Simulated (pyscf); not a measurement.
Elementary routes open to H₂N–SiH₃ + NH₂• in the gas phase (doublet surface):
A. •HN–SiH₃ + NH₃ (H–N broken; H–N formed)
B. H₂N–NH₂ + SiH₃• (N–Si broken; N–N formed)
C. H₂N–SiH₂• + NH₃ (H–Si broken; H–N formed)
D. H₂N–NH–SiH₃ + H• (H–N broken; N–N formed)

Single points on ωB97X-D3(BJ)/def2-SVP structures (PySCF, gas phase).

Task: Rank the routes by free-energy barrier at 600 K, lowest first, for ωB97M-D3(BJ)/def2-TZVP energies (ideal gas, 1 atm, RRHO with modes under 100 cm⁻¹ raised to 100, one conformer, R ln 2 for chiral ones without a mode under 150 cm⁻¹).

Result: C (21.8 kcal/mol), A (29.9 kcal/mol), B (64.9 kcal/mol), D (76.7 kcal/mol)

Route C is the fastest of these, ahead of the next by 8.1 kcal/mol. The most stable products are those of C (ΔG = -14.9 kcal/mol), so kinetics and thermodynamics agree. At 1200 K C is still the fastest. A: On the reactant side the descent ends in a complex, 4.5 kcal/mol under the separated species and 14.8 kcal/mol under the saddle at ωB97X-D3(BJ)/def2-TZVP. B: On the product side the descent ends in a complex, 4.7 kcal/mol under the separated species and 11.6 kcal/mol under the saddle at ωB97X-D3(BJ)/def2-TZVP. Only these routes are compared; each barrier is that of the saddle found, and lower ones may exist.
